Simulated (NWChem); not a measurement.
**BPH3F (SMILES FBP) at ACM/6-31G, part 1 of 2**

What is the vertical singlet–triplet gap of BPH3F at ACM/6-31G? 

Program for the calculation: NWChem 7.3.0.

4 further runs of the same task are left out: 2 that didn't finish, 2 set aside as unsound or not needed.

## (1) Starting point

BPH3F has 6 atoms, charge 0, and is taken as a singlet. SMILES: `FBP`. Geometry: relaxed at GFN2-xTB. This is one conformer, not always the lowest.

Bond lengths: F1–B2 1.315 Å, B2–P3 1.888 Å, B2–H4 1.174 Å, P3–H5 1.380 Å, P3–H6 1.381 Å. Angles: F1–B2–P3 119.3°, F1–B2–H4 116.7°, P3–B2–H4 123.7°, B2–P3–H5 98.2°, B2–P3–H6 98.4°, H5–P3–H6 95.7°.

## (2) Energy and forces at ACM/6-31G

The input, work.sdf:

```

     RDKit          3D

  6  5  0  0  0  0  0  0  0  0999 V2000
   -1.2389   -1.1935    0.6738 F   0  0  0  0  0  0  0  0  0  0  0  0
   -0.1669   -0.8270    0.0054 B   0  0  0  0  0  0  0  0  0  0  0  0
    0.6542    0.8241    0.4094 P   0  0  0  0  0  0  0  0  0  0  0  0
    0.2867   -1.6148   -0.7378 H   0  0  0  0  0  0  0  0  0  0  0  0
    0.9511    1.2174   -0.8792 H   0  0  0  0  0  0  0  0  0  0  0  0
   -0.4862    1.5938    0.5284 H   0  0  0  0  0  0  0  0  0  0  0  0
  2  1  1  0
  3  2  1  0
  4  2  1  0
  5  3  1  0
  6  3  1  0
M  END
$$$$
```

The input, run.py:

```python
from ase.io import read
from ase.calculators.nwchem import NWChem

atoms = read('work.sdf')

calc = NWChem(
    label='work',
    theory='dft',
    memory='2200 mb',
    basis='6-31G',
    dft={'xc': 'acm', 'mult': '1', 'grid': 'xfine', 'mulliken': None},
)
atoms.calc = calc

forces = atoms.get_forces()
e = atoms.get_potential_energy()
print(f"E = {e:.6f} eV")
print("forces (eV/A):")
for s, f in zip(atoms.symbols, forces):
    print(f"{s:2s} {f[0]:10.5f} {f[1]:10.5f} {f[2]:10.5f}")
print("dipole (e A):", atoms.get_dipole_moment().round(4))
```

Launch:

```bash
$ export ASE_NWCHEM_COMMAND="nwchem PREFIX.nwi > PREFIX.nwo"
$ python run.py
```

What it wrote:

```text
E = -12727.587354 eV
forces (eV/A):
F    -2.06326   -0.66540    1.26606
B     1.46460    0.12084   -0.87983
P     0.76547   -0.43997    0.81149
H     0.30972   -0.20826   -0.37404
H     0.58112    0.36664   -1.23120
H    -1.05765    0.82615    0.40757
dipole (e A): [-0.0201  0.1328 -0.2734]
```

The calculator wrote work.nwi:

```
title "work"

permanent_dir work

scratch_dir work

start work

geometry units angstrom nocenter noautosym noautoz
  F  -1.2388999999999999e+00 -1.1935000000000000e+00 6.7379999999999995e-01
  B  -1.6689999999999999e-01 -8.2699999999999996e-01 5.4000000000000003e-03
  P  6.5420000000000000e-01 8.2410000000000005e-01 4.0939999999999999e-01
  H  2.8670000000000001e-01 -1.6148000000000000e+00 -7.3780000000000001e-01
  H  9.5109999999999995e-01 1.2174000000000000e+00 -8.7919999999999998e-01
  H  -4.8620000000000002e-01 1.5938000000000001e+00 5.2839999999999998e-01
end

memory 2200 mb

basis noprint
   * library 6-31G
end

dft
  xc acm
  mult 1
  grid xfine
  mulliken
end

task dft gradient
```

work.nwo:

```text
Northwest Computational Chemistry Package (NWChem) 7.3.0
             --------------------------------------------------------

           Job information
           ---------------

    nwchem branch   = 7.3.0
    use scalapack   = T
    input           = work.nwi
    prefix          = work.
    data base       = work/work.db
    status          = startup
    nproc           =        1

           Memory information
           ------------------

    heap     =     72089596 doubles =      550.0 Mbytes
    stack    =     72089601 doubles =      550.0 Mbytes
    global   =    144179200 doubles =     1100.0 Mbytes (distinct from heap & stack)
    total    =    288358397 doubles =     2200.0 Mbytes
    verify   = yes
    hardfail = no

           Directory information
           ---------------------

  0 permanent = work
  0 scratch   = work

                                NWChem Input Module
                                -------------------

                                       work
                                       ----

 Scaling coordinates for geometry "geometry" by  1.889725989
 (inverse scale =  0.529177249)

                             Geometry "geometry" -> ""
                             -------------------------

 Output coordinates in angstroms (scale by  1.889725989 to convert to a.u.)

  No.       Tag          Charge          X              Y              Z
 ---- ---------------- ---------- -------------- -------------- --------------
    1 F                    9.0000    -1.23890000    -1.19350000     0.67380000
    2 B                    5.0000    -0.16690000    -0.82700000     0.00540000
    3 P                   15.0000     0.65420000     0.82410000     0.40940000
    4 H                    1.0000     0.28670000    -1.61480000    -0.73780000
    5 H                    1.0000     0.95110000     1.21740000    -0.87920000
    6 H                    1.0000    -0.48620000     1.59380000     0.52840000

      Atomic Mass
      -----------

      F                 18.998400
      B                 11.009310
      P                 30.973760
      H                  1.007825

 Effective nuclear repulsion energy (a.u.)      89.4285927167

            Nuclear Dipole moment (a.u.)
            ----------------------------
        X                 Y               Z
 ---------------- ---------------- ----------------
    -2.6834109038    -2.4917926885    21.0583505263

            XYZ format geometry
            -------------------
     6
 geometry
 F                    -1.23890000    -1.19350000     0.67380000
 B                    -0.16690000    -0.82700000     0.00540000
 P                     0.65420000     0.82410000     0.40940000
 H                     0.28670000    -1.61480000    -0.73780000
 H                     0.95110000     1.21740000    -0.87920000
 H                    -0.48620000     1.59380000     0.52840000

 ==============================================================================
                                internuclear distances
 ------------------------------------------------------------------------------
       center one      |      center two      | atomic units |  angstroms
 ------------------------------------------------------------------------------
    2 B                |   1 F                |     2.48574  |     1.31540
    3 P                |   2 B                |     3.56731  |     1.88774
    4 H                |   2 B                |     2.21890  |     1.17419
    5 H                |   3 P                |     2.60709  |     1.37961
    6 H                |   3 P                |     2.60968  |     1.38098
 ------------------------------------------------------------------------------
                         number of included internuclear distances:          5
 ==============================================================================

[... 45 lines left out ...]
          Convergence on energy requested:  1.00D-06
          Convergence on density requested:  1.00D-05
          Convergence on gradient requested:  5.00D-04
[... 23 lines left out ...]
          Spatial weights used:  Erf1
[... 1 line left out ...]
          Convergence Information
[... 1 line left out ...]
          Convergence aids based upon iterative change in
          total energy or number of iterations.
[... 56 lines left out ...]
   convergence    iter        energy       DeltaE   RMS-Dens  Diis-err    time
[... 11 lines left out ...]
         Total DFT energy =     -467.730212018311
      One electron energy =     -823.734693391211
           Coulomb energy =      305.450606622589
    Exchange-Corr. energy =      -38.874717966435
 Nuclear repulsion energy =       89.428592716746
[... 5 lines left out ...]
                       DFT Final Molecular Orbital Analysis
[... 262 lines left out ...]
     ---------------------------------------------
      Total Density - Mulliken Population Analysis
     ---------------------------------------------

    Atom       Charge   Shell Charges
 -----------   ------   -------------------------------------------------------
    1 F    9     9.28   2.00  0.93  3.33  1.04  1.99
    2 B    5     4.71   2.00  0.60  1.40  0.37  0.34
    3 P   15    15.03   2.00  2.00  5.97  1.23  2.56  0.49  0.79
    4 H    1     1.03   0.54  0.49
    5 H    1     0.98   0.52  0.45
    6 H    1     0.97   0.52  0.45

     -------------------------------------------
      Total Density - Lowdin Population Analysis
     -------------------------------------------

    Atom       Charge   Shell Charges
 -----------   ------   -------------------------------------------------------
    1 F    9     9.13   1.99  0.93  3.20  0.83  2.18
    2 B    5     4.99   1.98  0.50  1.29  0.41  0.81
    3 P   15    14.94   2.00  1.99  5.89  0.93  2.29  0.51  1.33
    4 H    1     0.99   0.52  0.47
    5 H    1     0.98   0.51  0.47
    6 H    1     0.98   0.51  0.47

 center of mass
 --------------
 x =  -0.12855216 y =  -0.14904217 z =   0.72170474

 moments of inertia (a.u.)
 ------------------
         242.838122387586        -163.861363162902          25.802871225040
        -163.861363162902         177.661218000074           7.065393074851
          25.802871225040           7.065393074851         376.998240424786

     Multipole analysis of the density
     ---------------------------------

     L   x y z        total         alpha         beta         nuclear
     -   - - -        -----         -----         ----         -------
     0   0 0 0     -0.000000    -16.000000    -16.000000     32.000000

     1   1 0 0     -0.037935      1.322738      1.322738     -2.683411
[... 8 lines of this table left out ...]
     2   0 0 2    -19.637591    -24.454583    -24.454583     29.271576

            General Information
            -------------------
          SCF calculation type: DFT
          Wavefunction type:  closed shell.
          No. of atoms     :     6
          No. of electrons :    32
           Alpha electrons :    16
            Beta electrons :    16
          Charge           :     0
          Spin multiplicity:     1
          Use of symmetry is: off; symmetry adaption is: off
          Maximum number of iterations:  50
          AO basis - number of functions:    37
                     number of shells:    23
          Convergence on energy requested:  1.00D-06
          Convergence on density requested:  1.00D-05
          Convergence on gradient requested:  5.00D-04

              XC Information
              --------------
          Adiabatic Connection Method XC Potential
                     Hartree-Fock (Exact) Exchange  0.200
                        Slater Exchange Functional  0.800 local
                    Becke 1988 Exchange Functional  0.720 non-local
                      VWN V Correlation Functional  1.000 local
                Perdew 1991 Correlation Functional  0.810 non-local

             Grid Information
             ----------------
          Grid used for XC integration:  xfine
          Radial quadrature: Mura-Knowles
          Angular quadrature: Lebedev.
          Tag              B.-S. Rad. Rad. Pts. Rad. Cut. Ang. Pts.
          ---              ---------- --------- --------- ---------
          F                   0.50      100          10.0      1454
          B                   0.85      100           8.0      1454
          P                   1.00      125           9.0      1454
          H                   0.35      100          10.0      1202
          Grid pruning is: on
          Number of quadrature shells:   625
          Spatial weights used:  Erf1

          Convergence Information
          -----------------------
          Convergence aids based upon iterative change in
          total energy or number of iterations.
          Levelshifting, if invoked, occurs when the
          HOMO/LUMO gap drops below (HL_TOL):  1.00D-02
          DIIS, if invoked, will attempt to extrapolate
          using up to (NFOCK): 10 stored Fock matrices.

                    Damping( 0%)  Levelshifting(0.5)       DIIS
                  --------------- ------------------- ---------------
          dE  on:    start            ASAP                start
          dE off:    2 iters         50 iters            50 iters

      Screening Tolerance Information
      -------------------------------
          Density screening/tol_rho:  1.00D-10
          AO Gaussian exp screening on grid/accAOfunc:  14
          CD Gaussian exp screening on grid/accCDfunc:  20
          XC Gaussian exp screening on grid/accXCfunc:  20
          Schwarz screening/accCoul:  1.00D-08

                            NWChem DFT Gradient Module
                            --------------------------

                                       work

  charge          =   0.00
  wavefunction    = closed shell

                         DFT ENERGY GRADIENTS

    atom               coordinates                        gradient
                 x          y          z           x          y          z
   1 F      -2.341182  -2.255388   1.273297    0.040124   0.012940  -0.024621
   2 B      -0.315395  -1.562803   0.010205   -0.028482  -0.002350   0.017110
   3 P       1.236259   1.557323   0.773654   -0.014886   0.008556  -0.015781
   4 H       0.541784  -3.051530  -1.394240   -0.006023   0.004050   0.007274
   5 H       1.797318   2.300552  -1.661447   -0.011301  -0.007130   0.023943
   6 H      -0.918785   3.011845   0.998531    0.020568  -0.016066  -0.007926

                 ----------------------------------------
                 |  Time  |  1-e(secs)   |  2-e(secs)   |
                 ----------------------------------------
                 |  CPU   |       0.00   |       0.73   |
                 ----------------------------------------
                 |  WALL  |       0.00   |       0.73   |
                 ----------------------------------------

 Task  times  cpu:        6.6s     wall:        6.6s
 Total times  cpu:        6.6s     wall:        6.6s
```

Wall time 7.8 s (1 thread of Intel Xeon 6975P-C (Granite Rapids), shared host); peak memory 0.13 GiB.

(Continued in part 2 of 2.)
